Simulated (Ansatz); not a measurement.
Mulliken charges of `OC(O)O` from PBE/def2-TZVPP in Ansatz (PBE0-D4/def2-TZVP geometry).

| atom | x (Å) | y (Å) | z (Å) | charge (e) |
| --- | --- | --- | --- | --- |
| O1 | -1.182 | 0.364 | -0.626 | -0.277 |
| C2 | -0.054 | 0.262 | 0.153 | 0.215 |
| O3 | 1.049 | 0.666 | -0.579 | -0.289 |
| O4 | 0.211 | -1.051 | 0.567 | -0.296 |
| H5 | -0.982 | -0.066 | -1.467 | 0.193 |
| H6 | -0.233 | 0.912 | 1.020 | 0.061 |
| H7 | 1.816 | 0.206 | -0.224 | 0.201 |
| H8 | -0.532 | -1.351 | 1.099 | 0.192 |

Question: By hand: the dipole of these point charges (1 e Å = 4.8032 D).

Answer: Σ q r = (0.009, -0.101, 0.151) e Å, of length 0.182 e Å = 0.87 D.

Question: How does the dipole of the full density compare? (Estimate.)

Answer: Ansatz gave: (0.041, -0.237, 0.191) e Å, 1.48 D; the point charges give 0.59 times that, at 18° from its direction.

Point charges leave out the atoms' own dipoles, such as those of lone pairs, and Mulliken's split depends on the basis, so the two needn't agree.
